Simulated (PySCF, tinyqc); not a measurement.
Worked calculation: CCSD on RHF in the sto-3g basis, for BH, spin multiplicity 1. The lowest restricted solution is unstable here: a spin-polarised one lies 0.0068 hartree lower (PySCF). Computed by tinyqc, a small Python program that keeps every step (integrals from PySCF). Settings: charge = 0, multiplicity = 1, basis = sto-3g, method = RHF, energy threshold = 1e-10, iteration cap = 51, orthogonalisation = symmetric, start = atomic densities, DIIS depth = 6, amplitude equations = CCSD, DIIS depth for amplitudes = 4, cap on updates = 52. Command: `OMP_NUM_THREADS=1 python tinyqc.py 28373 28374 out.jsonl` (the two numbers bound the seeds that draw the settings). One thread of a shared host (Intel(R) Xeon(R) Processor @ 2.60GHz), about 0.3 s of CPU time with the checks. The early iterations of the SCF are left out here.

## One-electron integrals

Geometry (angstrom):
```
atom         x         y         z
B     0.000000  0.000000  0.000000
H     0.000000  0.000000  1.799000
```

Basis sto-3g: exponents (1/bohr^2) and contraction coefficients of normalised primitives:
```
element  l (shell)   exponent  coefficient
B            s (1)  48.791113     0.154329
B            s (1)   8.887362     0.535328
B            s (1)   2.405267     0.444635
B            s (2)   2.236956    -0.099967
B            s (2)   0.519821     0.399513
B            s (2)   0.169062     0.700115
B            p (3)   2.236956     0.155916
B            p (3)   0.519821     0.607684
B            p (3)   0.169062     0.391957
H            s (1)   3.425251     0.154329
H            s (1)   0.623914     0.535328
H            s (1)   0.168855     0.444635
```

Overlap, kinetic and nuclear-attraction integrals over the contracted functions; the nuclear repulsion is the sum of Za Zb / Rab.

nuclear repulsion = 1.47075378 hartree

overlap S, order 1B 1s, 1B 2s, 1B 2px, 1B 2py, 1B 2pz, 2H 1s:
$$\begin{pmatrix}
1.000000 & 0.269328 & 0.000000 & 0.000000 & 0.000000 & 0.017140 \\
0.269328 & 1.000000 & 0.000000 & 0.000000 & 0.000000 & 0.219526 \\
0.000000 & 0.000000 & 1.000000 & 0.000000 & 0.000000 & 0.000000 \\
0.000000 & 0.000000 & 0.000000 & 1.000000 & 0.000000 & 0.000000 \\
0.000000 & 0.000000 & 0.000000 & 0.000000 & 1.000000 & 0.268831 \\
0.017140 & 0.219526 & 0.000000 & 0.000000 & 0.268831 & 1.000000
\end{pmatrix}$$

kinetic energy T (hartree), order 1B 1s, 1B 2s, 1B 2px, 1B 2py, 1B 2pz, 2H 1s:
$$\begin{pmatrix}
10.826302 & -0.047967 & 0.000000 & 0.000000 & 0.000000 & -0.005009 \\
-0.047967 & 0.359168 & 0.000000 & 0.000000 & 0.000000 & 0.001596 \\
0.000000 & 0.000000 & 1.123881 & 0.000000 & 0.000000 & 0.000000 \\
0.000000 & 0.000000 & 0.000000 & 1.123881 & 0.000000 & 0.000000 \\
0.000000 & 0.000000 & 0.000000 & 0.000000 & 1.123881 & 0.041200 \\
-0.005009 & 0.001596 & 0.000000 & 0.000000 & 0.041200 & 0.760032
\end{pmatrix}$$

nuclear attraction V (hartree), order 1B 1s, 1B 2s, 1B 2px, 1B 2py, 1B 2pz, 2H 1s:
$$\begin{pmatrix}
-23.441539 & -3.218585 & 0.000000 & 0.000000 & -0.008131 & -0.205912 \\
-3.218585 & -4.065028 & 0.000000 & 0.000000 & -0.081729 & -0.674698 \\
0.000000 & 0.000000 & -4.018633 & 0.000000 & 0.000000 & 0.000000 \\
0.000000 & 0.000000 & 0.000000 & -4.018633 & 0.000000 & 0.000000 \\
-0.008131 & -0.081729 & 0.000000 & 0.000000 & -4.066649 & -0.770698 \\
-0.205912 & -0.674698 & 0.000000 & 0.000000 & -0.770698 & -2.695844
\end{pmatrix}$$

core Hamiltonian H = T + V (hartree), order 1B 1s, 1B 2s, 1B 2px, 1B 2py, 1B 2pz, 2H 1s:
$$\begin{pmatrix}
-12.615237 & -3.266552 & 0.000000 & 0.000000 & -0.008131 & -0.210921 \\
-3.266552 & -3.705860 & 0.000000 & 0.000000 & -0.081729 & -0.673103 \\
0.000000 & 0.000000 & -2.894752 & 0.000000 & 0.000000 & 0.000000 \\
0.000000 & 0.000000 & 0.000000 & -2.894752 & 0.000000 & 0.000000 \\
-0.008131 & -0.081729 & 0.000000 & 0.000000 & -2.942769 & -0.729498 \\
-0.210921 & -0.673103 & 0.000000 & 0.000000 & -0.729498 & -1.935812
\end{pmatrix}$$

## Two-electron integrals

Functions are numbered as in S; the eight-fold symmetry (ij|kl) = (ji|kl) = (kl|ij) leaves the list below.

Two-electron integrals (ij|kl) in chemists' order, unique and non-zero (hartree):
```
(11|11) 2.923513   (21|11) 0.518376   (21|21) 0.109262   (22|11) 0.744229
(22|21) 0.193177   (22|22) 0.544804   (31|31) 0.020264   (32|31) 0.029996
(32|32) 0.120346   (33|11) 0.742491   (33|21) 0.193240   (33|22) 0.544682
(33|33) 0.586773   (41|41) 0.020264   (42|41) 0.029996   (42|42) 0.120346
(43|43) 0.031630   (44|11) 0.742491   (44|21) 0.193240   (44|22) 0.544682
(44|33) 0.523513   (44|44) 0.586773   (51|51) 0.020264   (52|51) 0.029996
(52|52) 0.120346   (53|53) 0.031630   (54|54) 0.031630   (55|11) 0.742491
(55|21) 0.193240   (55|22) 0.544682   (55|33) 0.523513   (55|44) 0.523513
(55|55) 0.586773   (61|11) 0.032825   (61|21) 0.006896   (61|22) 0.012246
(61|33) 0.012198   (61|44) 0.012198   (61|51) 0.000491   (61|52) 0.000911
(61|55) 0.012348   (61|61) 0.000448   (62|11) 0.106855   (62|21) 0.028326
(62|22) 0.091894   (62|33) 0.089095   (62|44) 0.089095   (62|51) 0.003047
(62|52) 0.020997   (62|55) 0.097392   (62|61) 0.001907   (62|62) 0.025283
(63|31) 0.002380   (63|32) 0.012099   (63|53) 0.003610   (63|63) 0.002234
(64|41) 0.002380   (64|42) 0.012099   (64|54) 0.003610   (64|64) 0.002234
(65|11) 0.114210   (65|21) 0.030598   (65|22) 0.104311   (65|33) 0.099210
(65|44) 0.099210   (65|51) 0.005004   (65|52) 0.032652   (65|55) 0.114389
(65|61) 0.002122   (65|62) 0.033099   (65|65) 0.044682   (66|11) 0.293801
(66|21) 0.079096   (66|22) 0.290181   (66|33) 0.276409   (66|44) 0.276409
(66|51) 0.008017   (66|52) 0.076774   (66|55) 0.317308   (66|61) 0.005331
(66|62) 0.113738   (66|65) 0.159900   (66|66) 0.774606
```

## Orthogonalisation

S = U s U^T; symmetric (Loewdin) form X = U s^(-1/2) U^T, so that X^T S X = 1.

eigenvalues of S: [0.607426, 0.811074, 1.000000, 1.000000, 1.173049, 1.408452]

X, order 1B 1s, 1B 2s, 1B 2px, 1B 2py, 1B 2pz, 2H 1s:
$$\begin{pmatrix}
1.029282 & -0.144406 & 0.000000 & 0.000000 & -0.003830 & 0.016004 \\
-0.144406 & 1.050146 & 0.000000 & 0.000000 & 0.025250 & -0.122855 \\
0.000000 & 0.000000 & 1.000000 & 0.000000 & 0.000000 & 0.000000 \\
0.000000 & 0.000000 & 0.000000 & 1.000000 & 0.000000 & 0.000000 \\
-0.003830 & 0.025250 & 0.000000 & 0.000000 & 1.029782 & -0.145749 \\
0.016004 & -0.122855 & 0.000000 & 0.000000 & -0.145749 & 1.050157
\end{pmatrix}$$

## Iteration 8 (converged): orbitals

converged F (hartree), order 1B 1s, 1B 2s, 1B 2px, 1B 2py, 1B 2pz, 2H 1s:
$$\begin{pmatrix}
-7.378987 & -2.151282 & 0.000000 & 0.000000 & -0.015337 & -0.143112 \\
-2.151282 & -1.021307 & 0.000000 & 0.000000 & 0.012835 & -0.247085 \\
0.000000 & 0.000000 & 0.246952 & 0.000000 & 0.000000 & 0.000000 \\
0.000000 & 0.000000 & 0.000000 & 0.246952 & 0.000000 & 0.000000 \\
-0.015337 & 0.012835 & 0.000000 & 0.000000 & 0.013070 & -0.275324 \\
-0.143112 & -0.247085 & 0.000000 & 0.000000 & -0.275324 & -0.159433
\end{pmatrix}$$

Diagonalise F' = X^T F X, C = X C', fill 3 alpha and 3 beta electrons from the bottom; D = 2 C_occ C_occ^T. Each column has its largest component positive (the first on a tie).

F' = X^T F X (hartree):
$$\begin{pmatrix}
-7.202694 & -1.109069 & 0.000000 & 0.000000 & -0.030644 & 0.022218 \\
-1.109069 & -0.568926 & 0.000000 & 0.000000 & 0.070341 & -0.173782 \\
0.000000 & 0.000000 & 0.246952 & 0.000000 & 0.000000 & 0.000000 \\
0.000000 & 0.000000 & 0.000000 & 0.246952 & 0.000000 & 0.000000 \\
-0.030644 & 0.070341 & 0.000000 & 0.000000 & 0.095224 & -0.291412 \\
0.022218 & -0.173782 & 0.000000 & 0.000000 & -0.291412 & -0.040636
\end{pmatrix}$$

orbital energies (hartree): MO1 -7.383256, MO2 -0.466190, MO3 -0.231862, MO4 0.246952, MO5 0.246952, MO6 0.364276

coefficients C, order 1B 1s, 1B 2s, 1B 2px, 1B 2py, 1B 2pz, 2H 1s:
$$\begin{pmatrix}
0.992719 & -0.267933 & 0.128572 & 0.000000 & 0.000000 & -0.082069 \\
0.026116 & 0.891193 & -0.485631 & 0.000000 & 0.000000 & 0.329613 \\
0.000000 & 0.000000 & 0.000000 & 0.981171 & -0.193141 & 0.000000 \\
0.000000 & 0.000000 & 0.000000 & 0.193141 & 0.981171 & 0.000000 \\
0.002787 & 0.073477 & 0.575128 & 0.000000 & 0.000000 & 0.863810 \\
-0.003350 & 0.338422 & 0.622854 & 0.000000 & 0.000000 & -0.798082
\end{pmatrix}$$

D after iteration 8, order 1B 1s, 1B 2s, 1B 2px, 1B 2py, 1B 2pz, 2H 1s:
$$\begin{pmatrix}
2.147621 & -0.550586 & 0.000000 & 0.000000 & 0.114051 & -0.027837 \\
-0.550586 & 2.061490 & 0.000000 & 0.000000 & -0.427490 & -0.001932 \\
0.000000 & 0.000000 & 0.000000 & 0.000000 & 0.000000 & 0.000000 \\
0.000000 & 0.000000 & 0.000000 & 0.000000 & 0.000000 & 0.000000 \\
0.114051 & -0.427490 & 0.000000 & 0.000000 & 0.672359 & 0.766156 \\
-0.027837 & -0.001932 & 0.000000 & 0.000000 & 0.766156 & 1.004976
\end{pmatrix}$$

Within a degenerate level the vectors are fixed only up to a rotation; this is one choice.

## Convergence

Stop when the energy changes by less than 1e-10 hartree and every element of the error matrix X^T (F D S - S D F) X is below 3e-06.

Course of the cycle:
```
iteration   E (hartree)     change  largest element of the error matrix
1          -24.51317559          -                             2.09e-01
2          -24.59950011  -8.63e-02                             2.37e-01
3          -24.64222910  -4.27e-02                             1.28e-01
4          -24.65793570  -1.57e-02                             3.73e-03
5          -24.65795025  -1.45e-05                             6.37e-04
6          -24.65795101  -7.64e-07                             1.10e-05
7          -24.65795101  -2.40e-10                             7.02e-07
8          -24.65795101  -6.68e-13                             1.46e-10
```

PySCF RHF in the same basis = -24.65795101 hartree

Converged in 8 iterations.

## Integrals over molecular orbitals

(pq|rs) = sum C_ip C_jq C_kr C_ls (ij|kl), one index at a time.

one-electron integrals over orbitals h = C^T H C (hartree):
$$\begin{pmatrix}
-12.602677 & 0.327248 & -0.148006 & 0.000000 & 0.000000 & 0.098423 \\
0.327248 & -2.940958 & 0.256563 & 0.000000 & 0.000000 & -0.371559 \\
-0.148006 & 0.256563 & -2.503761 & 0.000000 & 0.000000 & -0.448032 \\
0.000000 & 0.000000 & 0.000000 & -2.894752 & 0.000000 & 0.000000 \\
0.000000 & 0.000000 & 0.000000 & 0.000000 & -2.894752 & 0.000000 \\
0.098423 & -0.371559 & -0.448032 & 0.000000 & 0.000000 & -2.452714
\end{pmatrix}$$

Two-electron integrals over orbitals (pq|rs), unique and non-zero (hartree):
```
(11|11) 2.893123    (21|11) -0.291255   (21|21) 0.046521    (22|11) 0.654628
(22|21) -0.012737   (22|22) 0.472014    (31|11) 0.137194    (31|21) -0.020907
(31|22) 0.010354    (31|31) 0.017958    (32|11) -0.137119   (32|21) 0.007458
(32|22) -0.006474   (32|31) 0.007690    (32|32) 0.116764    (33|11) 0.540760
(33|21) -0.007783   (33|22) 0.428391    (33|31) -0.002439   (33|32) 0.003243
(33|33) 0.468318    (41|41) 0.021589    (42|41) 0.024618    (42|42) 0.090184
(43|41) -0.011568   (43|42) -0.038333   (43|43) 0.031948    (44|11) 0.742019
(44|21) -0.010711   (44|22) 0.484566    (44|31) 0.004724    (44|32) -0.076481
(44|33) 0.416129    (44|44) 0.586773    (51|51) 0.021589    (52|51) 0.024618
(52|52) 0.090184    (53|51) -0.011568   (53|52) -0.038333   (53|53) 0.031948
(54|54) 0.031630    (55|11) 0.742019    (55|21) -0.010711   (55|22) 0.484566
(55|31) 0.004724    (55|32) -0.076481   (55|33) 0.416129    (55|44) 0.523513
(55|55) 0.586773    (61|11) -0.088770   (61|21) 0.015761    (61|22) 0.001736
(61|31) 0.003995    (61|32) 0.016248    (61|33) -0.009837   (61|44) -0.003111
(61|55) -0.003111   (61|61) 0.019696    (62|11) 0.135563    (62|21) -0.003071
(62|22) 0.056111    (62|31) 0.012864    (62|32) -0.009616   (62|33) -0.025882
(62|44) 0.075724    (62|55) 0.075724    (62|61) 0.013332    (62|62) 0.088219
(63|11) 0.182622    (63|21) -0.004100   (63|22) 0.039883    (63|31) -0.003478
(63|32) -0.111849   (63|33) -0.002598   (63|44) 0.102339    (63|55) 0.102339
(63|61) -0.008266   (63|62) 0.055464    (63|63) 0.150900    (64|41) 0.007049
(64|42) 0.026389    (64|43) 0.004685    (64|64) 0.025582    (65|51) 0.007049
(65|52) 0.026389    (65|53) 0.004685    (65|65) 0.025582    (66|11) 0.603937
(66|21) -0.007635   (66|22) 0.468406    (66|31) 0.011207    (66|32) 0.050746
(66|33) 0.465560    (66|44) 0.438341    (66|55) 0.438341    (66|61) 0.007675
(66|62) 0.023741    (66|63) -0.023993   (66|66) 0.527967
```

## CCSD: starting amplitudes

t_ij^ab = <ij||ab> / (e_i + e_j - e_a - e_b), whose energy is MP2.

Starting amplitudes (spin orbitals 1a, 1b, ...; amplitudes related by a flip of all spins are not repeated):
```
from      to          t
3a 3b  6a 6b  -0.126565
2a 2b  5a 5b  -0.063230
2a 2b  4a 4b  -0.063230
2a 2b  6a 6b  -0.053114
2a 3b  6a 6b  -0.038878
3a 3b  4a 4b  -0.033362
3a 3b  5a 5b  -0.033362
2a 3b  5a 5b   0.032160
2a 3b  4a 4b   0.032160
1a 2b  5a 5b  -0.002951
1a 2b  4a 4b  -0.002951
1a 2b  6a 6b  -0.001554
1a 3b  5a 5b   0.001427
1a 3b  4a 4b   0.001427
1a 1b  5a 5b  -0.001415
1a 1b  4a 4b  -0.001415
1a 1b  6a 6b  -0.001271
1a 3b  6a 6b   0.000991
```

correlation energy = -0.04706501 hartree

## CCSD: amplitude update 1

t_i^a D_i^a and t_ij^ab D_ij^ab are set to the remaining terms of the spin-orbital equations, evaluated with the old amplitudes; for the doubles these are <ij||ab> + 1/2 <ab||ef> t_ij^ef + 1/2 <mn||ij> t_mn^ab + P(ij)P(ab) <mb||ej> t_im^ae + terms in t^2 + terms with t1, D the orbital-energy denominators.

Amplitudes after update 1 (spin orbitals 1a, 1b, ...; amplitudes related by a flip of all spins are not repeated):
```
from      to          t
3a 3b  6a 6b  -0.179420
2a 2b  5a 5b  -0.093112
2a 2b  4a 4b  -0.093112
2a 2b  6a 6b  -0.065942
2a 3b  6a 6b  -0.060371
2a 3b  5a 5b   0.055084
2a 3b  4a 4b   0.055084
3a 3b  4a 4b  -0.047665
3a 3b  5a 5b  -0.047665
2a        6a   0.016148
3a        6a   0.004369
1a 2b  5a 5b  -0.003038
1a 2b  4a 4b  -0.003038
1a 2b  6a 6b  -0.001537
1a 3b  5a 5b   0.001394
1a 3b  4a 4b   0.001394
1a 1b  5a 5b  -0.001155
1a 1b  4a 4b  -0.001155
1a 1b  6a 6b  -0.001044
1a 3b  6a 6b   0.000737
1a        6a   0.000072
```

correlation energy = -0.06832858 hartree

## CCSD: convergence

E_corr = 1/4 sum <ij||ab> t_ij^ab + 1/2 sum <ij||ab> t_i^a t_j^b; stop when the norm of the change is below 1e-8.

Course of the amplitude iterations:
```
update  correlation energy (hartree)  norm of the change
0                        -0.04706501                   -
1                        -0.06832858            1.82e-01
2                        -0.07855582            9.36e-02
3                        -0.08904853            4.90e-02
4                        -0.08888580            4.50e-03
5                        -0.08901661            9.17e-04
6                        -0.08899227            2.37e-04
7                        -0.08899269            4.67e-05
8                        -0.08899366            2.47e-05
9                        -0.08899353            2.72e-06
10                       -0.08899353            4.64e-07
11                       -0.08899354            1.31e-07
12                       -0.08899355            3.14e-08
13                       -0.08899355            8.12e-09
```

Converged amplitudes (spin orbitals 1a, 1b, ...; amplitudes related by a flip of all spins are not repeated):
```
from      to          t
3a 3b  6a 6b  -0.229810
2a 2b  5a 5b  -0.127243
2a 2b  4a 4b  -0.127243
2a 3b  5a 5b   0.083551
2a 3b  4a 4b   0.083551
2a 3b  6a 6b  -0.078138
3a 3b  5a 5b  -0.065484
3a 3b  4a 4b  -0.065484
2a 2b  6a 6b  -0.061970
2a        6a   0.040946
3a        6a   0.005559
1a 2b  5a 5b  -0.002709
1a 2b  4a 4b  -0.002709
1a 2b  6a 6b  -0.001507
1a 3b  4a 4b   0.000983
1a 3b  5a 5b   0.000983
1a 1b  6a 6b  -0.000936
1a 1b  5a 5b  -0.000792
1a 1b  4a 4b  -0.000792
1a 3b  6a 6b   0.000451
1a        6a  -0.000115
```

CCSD total energy = -24.74694456 hartree

T1 diagnostic, norm of the one-spin t1 over sqrt(correlated electrons) = 0.016870

Converged in 13 updates, with DIIS from the third.
